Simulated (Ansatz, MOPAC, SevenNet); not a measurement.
Zinc-blende InAs, zone-centre TO phonon frequency

Reference value: 217 cm⁻¹ (measured, room temperature, not corrected to a static lattice; as tabulated in arXiv:1704.04770).

```csv
level (code),value (cm⁻¹),cell (Å³/atom),difference (%)
PM7 semi-empirical Hartree-Fock (MOPAC),247,27.83,+13.8
SevenNet-l3i5,197,29.67,-9.2
LDA (Ansatz),215,27.35,-0.9
BLYP (Ansatz),186,31.47,-14.3
PBE (Ansatz),200,29.59,-7.8
PBE+SOC (Ansatz),200,29.57,-7.8
revPBE (Ansatz),195,30.31,-10.1
PBE-D3(BJ) (Ansatz),209,28.53,-3.7
r²SCAN+rVV10 (Ansatz),214,28.13,-1.4
LC-ωPBE (Ansatz),235,26.81,+8.3
PBE0 (Ansatz),215,28.39,-0.9
Hartree–Fock (Ansatz),219,29.43,+0.9
```

Once the reference is moved by up to 3.0 % (a margin picked here for doubts on the reference and the settings, and for temperature and zero-point motion) and values within 0.7 % count as equal, the nearest can be LDA (-0.9 %), PBE0 (-0.9 %), Hartree–Fock (+0.9 %), r²SCAN+rVV10 (-1.4 %) or PBE-D3(BJ) (-3.7 %). By the same margin the farthest can be BLYP (-14.3 %) or PM7 semi-empirical Hartree-Fock (MOPAC) (+13.8 %).

The measured value isn't corrected to a static lattice, so vibrations enter the comparison.  PM7 semi-empirical Hartree-Fock (MOPAC): the method was fitted mainly to molecules. PM7 semi-empirical Hartree-Fock (MOPAC): the run uses a supercell at the zone centre in place of a k mesh. LDA, BLYP, PBE, PBE+SOC, revPBE, PBE-D3(BJ): the solid has no gap at this level, which affects its response. PBE-D3(BJ): the dispersion coefficients are held fixed in the derivatives. Each level is taken at its own relaxed cell. Cutoffs and k meshes differ between the levels. Ansatz's density-functional and Hartree–Fock values are scalar-relativistic unless marked +SOC, with PAW data made under PBE.

Machine-learned potentials (SevenNet-l3i5) are trained on DFT data: a solid inside that data is no test of them.

Differences are worked out from the printed values.

Ansatz is an electronic-structure program.
